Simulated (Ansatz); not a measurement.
Candidate structures of BAs, relaxed level by level: BAs (model structure, from the WC type, P-6m2, No. 187); BAs (model structure, from the rocksalt type, Fm-3m, No. 225); zinc-blende BAs. Levels: r²SCAN (Ansatz, a quantum-chemistry and plane-wave program, PAW).

Question: Rank the structures in energy at 0 K, level by level.

Answer: Lowest: r²SCAN, zinc-blende BAs. Energies above the lowest of these candidates, meV/atom:

```csv
structure,r²SCAN
zinc-blende BAs,0
"BAs (model structure, from the rocksalt type, Fm-3m, No. 225)",1034
"BAs (model structure, from the WC type, P-6m2, No. 187)",1281
```

A measured cell is on file for: zinc-blende BAs.

Static-lattice energies; unlike cells have unlike k meshes, which leaves some meV/atom of uncertainty, and other structures than these can lie lower.

A model structure was made by putting elements into a prototype or built by hand; it is no filed structure, need not be a known phase, and can be a saddle point held by its symmetry.
